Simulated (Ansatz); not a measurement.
Band gap of some layered and molecular crystals

Method: PBE+SOC (Ansatz, a program for electronic structure; the runs differ in potentials, basis or settings). References are measured values at room or unstated temperature, uncorrected unless marked, so that the deviations hold thermal and zero-point effects besides the level's error.

Values in eV.

```json
[
 {"solid": "tetradymite Bi₂Se₃", "reference": "0.3", "PBE+SOC": "0.24", "deviation (eV)": "-0.06"},
 {"solid": "GaS (P6₃/mmc, No. 194)", "reference": "2.5", "PBE+SOC": "1.58", "deviation (eV)": "-0.92"},
 {"solid": "SnSe (Pnma, No. 62)", "reference": "0.91", "PBE+SOC": "0.53", "deviation (eV)": "-0.38"},
 {"solid": "1T (CdI2-type) SnSe₂", "reference": "0.98", "PBE+SOC": "0.48", "deviation (eV)": "-0.50"},
 {"solid": "2H WSe₂", "reference": "1.2", "PBE+SOC": "0.87", "deviation (eV)": "-0.33"},
 {"solid": "2H MoSe₂", "reference": "1.09", "PBE+SOC": "0.81", "deviation (eV)": "-0.28"},
 {"solid": "black phosphorus", "reference": "0.35", "PBE+SOC": "0.00", "deviation (eV)": "-0.35"},
 {"solid": "litharge SnO", "reference": "0.7", "PBE+SOC": "0.05", "deviation (eV)": "-0.65"},
 {"solid": "2H MoS₂", "reference": "1.23", "PBE+SOC": "0.84", "deviation (eV)": "-0.39"},
 {"solid": "1T (CdI2-type) SnS₂", "reference": "2.18", "PBE+SOC": "1.38", "deviation (eV)": "-0.80"},
 {"solid": "trigonal Te", "reference": "0.33", "PBE+SOC": "0.01", "deviation (eV)": "-0.32"},
 {"solid": "2H WS₂", "reference": "1.35", "PBE+SOC": "0.93", "deviation (eV)": "-0.42"},
 {"solid": "1T (CdI2-type) PbI₂", "reference": "2.4", "PBE+SOC": "1.43", "deviation (eV)": "-0.97"}
]
```

Over these 13 solids the mean deviation is -0.49 eV, the mean absolute deviation 0.49 eV (median 0.39 eV), and the worst case 1T (CdI2-type) PbI2 at -0.97 eV; the value is below the reference in 13 of 13 cases.

Differences are worked out from the printed values.

Semilocal Kohn–Sham gaps run low as a rule, and all computed gaps are for a static lattice, while measured ones hold electron–phonon shifts unless said otherwise.

Cells: PBE+SOC at the measured cell for 9 of them, at the measured cell (atoms relaxed with PBEsol) for 4 of them. Caveats: for solids of elements lighter than gallium the value without spin–orbit coupling stands in (black phosphorus). Ansatz's density-functional and Hartree–Fock values are scalar-relativistic unless marked +SOC, with PAW data made under PBE.

A closed gap counts as zero, however far the bands overlap: PBE+SOC: black phosphorus.

Not in this set, of the layered and molecular crystals with a reference value in our tables and a result at some level: 12 for no value at PBE+SOC (not run, a failed fit, an unstable or unbound cell, or a value held back for tests); 7 for a reference of another kind, counted apart; 3 for another kind of cell or another program; 2 for a run that failed a test (PBE+SOC); 2 for a doubt noted on the run at PBE+SOC; 2 for sources at odds; 1 for a measured value of zero; 1 for a reference that its source doubts or gives as a wide range. These can be a level's best or worst cases. At least 9 more with a reference value are held back for tests. Solids without a released value at any level aren't counted. Without +SOC, gaps count where the solid holds none of Ge, As, Se, Br, Sn, Sb, Te, I or the elements past barium, or holds Ge, As, Se or Br with a gap over 4 eV.

References as tabulated in Bastos et al. (2019), arXiv:1903.08112; Kothakonda et al. (2022), arXiv:2208.02841; Gonzalez and Oleynik (2016), arXiv:1609.04381; Park and Ryu (2016), arXiv:1610.06451 and others.
